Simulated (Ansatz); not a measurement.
F2S (`FSF`). Charge 0, multiplicity 1. The structure was optimised at the PBE0-D4/def2-TZVP level.

```xyz
3

F    -0.930    0.733   -0.413
S    -0.281   -0.412    0.479
F     1.211   -0.321   -0.066
```

(1) What is the dipole moment at PBE/def2-TZVPP? (Estimate.)

(2) And with r2SCAN, B3LYP, ωB97M-V? (Best estimate.)

(3) Give the Mulliken charges with PBE, ωB97M-V, B3LYP in def2-TZVPP. (An estimate is asked.)

Results:

(1) Computed: 0.90 D, with components (-0.37, -0.54, 0.63) D in this frame, pointing from negative to positive charge.

(2) The calculation gave: r2SCAN 0.93 D, B3LYP 1.12 D, ωB97M-V 1.15 D.

(3) Computed: 
```csv
atom,PBE,ωB97M-V,B3LYP
F1,-0.17,-0.21,-0.21
S2,0.34,0.42,0.42
F3,-0.17,-0.21,-0.21
```

B3LYP here is the variant with VWN-RPA as its local correlation; programs differ in this.
